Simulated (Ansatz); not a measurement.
Two shapes of doublet C3H5.

Shape 1:

```xyz
8

C     0.0000    0.0000   -0.4419
C     0.0000    1.2299    0.1960
C     0.0000   -1.2299    0.1960
H     0.0000    0.0000   -1.5389
H     0.0000    2.1641   -0.3691
H     0.0000    1.2985    1.2879
H     0.0000   -2.1641   -0.3691
H     0.0000   -1.2985    1.2879
```

Shape 2:

```xyz
8

C     0.0000    0.0000   -0.4065
C     0.0000    1.1315    0.1804
C     0.0000   -1.1315    0.1804
H     0.0000    0.0000   -1.4158
H     0.0000    1.9910   -0.3396
H     0.0000    1.1946    1.1849
H     0.0000   -1.9910   -0.3396
H     0.0000   -1.1946    1.1849
```

Basis set: cc-pVDZ (spherical functions). Left uncorrelated: 3 orbitals. Charge 0, multiplicity 2.

Computed with Ansatz (development build ahead of 0.2.0); each method stands on the lowest determinant of its kind that the runs found.

**Question.** Which shape is lower in energy, and by how much in each method?

**Answer.**

```tsv
method	E(2) − E(1) (eV)
UHF	1.548
UHF-MP2	1.683
```

Shape 1 is lower. Caution: the unrestricted determinant is spin contaminated.
